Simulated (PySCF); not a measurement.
How the functional moves excitation energies

Compound: C5H10O.
SMILES: `C=C(C)COC`

Linear-response calculations in the def2-SVPD basis (PySCF; singlets by full response, triplets Tamm–Dancoff, core orbitals frozen in the response; HF means time-dependent Hartree–Fock). 'Strongest' is the level of largest summed f among the singlets computed (10 roots, of which the last may lack a degenerate partner); it can jump between rows when another state enters that window. S1 is the lowest singlet of each run and needn't be the same state throughout; f(S1) is that of one state. The structure is a single PBE0-D3(BJ)/def2-SVP conformer in the gas phase; no vibrational or solvent corrections.

```json
{"functional": "LDA", "kind": "LDA", "S1 (eV)": "5.12", "f(S1)": "0.006", "strongest (eV)": "7.05", "T1 (eV)": "4.57", "HOMO (eV)": "-6.02", "gap (eV)": "5.01", "ionisation energy, ΔSCF (eV)": "9.44"}
{"functional": "PBE", "kind": "GGA", "S1 (eV)": "5.23", "f(S1)": "0.006", "strongest (eV)": "7.04", "T1 (eV)": "4.35", "HOMO (eV)": "-5.92", "gap (eV)": "5.12", "ionisation energy, ΔSCF (eV)": "9.25"}
{"functional": "PBE0", "kind": "global hybrid, 25% exact exchange", "S1 (eV)": "6.52", "f(S1)": "0.038", "strongest (eV)": "7.26", "T1 (eV)": "4.25", "HOMO (eV)": "-7.20", "gap (eV)": "7.44", "ionisation energy, ΔSCF (eV)": "9.15"}
{"functional": "BHandHLYP", "kind": "global hybrid, 50% exact exchange", "S1 (eV)": "7.07", "f(S1)": "0.108", "strongest (eV)": "7.26", "T1 (eV)": "4.20", "HOMO (eV)": "-8.19", "gap (eV)": "9.30", "ionisation energy, ΔSCF (eV)": "9.18"}
{"functional": "HF", "kind": "Hartree–Fock", "S1 (eV)": "7.37", "f(S1)": "0.516", "strongest (eV)": "7.37", "T1 (eV)": "3.70", "HOMO (eV)": "-9.64", "gap (eV)": "12.24", "ionisation energy, ΔSCF (eV)": "not settled"}
```

Q: What does B3LYP (global hybrid, 20% exact exchange) give?

A: S1 (eV) 6.32, f(S1) 0.028, strongest (eV) 7.08, T1 (eV) 4.34, HOMO (eV) -7.00, gap (eV) 6.98, ionisation energy, ΔSCF (eV) 9.14. S1 runs from 5.12 eV (LDA) to 7.37 eV (HF), a spread of 2.25 eV, while the orbital gap spreads over 7.2 eV. Along PBE (0%), B3LYP (20%), PBE0 (25%), BHandHLYP (50%), HF (100%) S1 rises with the share of exact exchange. −ε(HOMO) comes closest to its own ΔSCF ionisation energy with BHandHLYP (-0.99 eV) and misses most with LDA (-3.42 eV). 'Not settled' means that the ion's SCF failed to converge or may have ended in another state than the lowest.
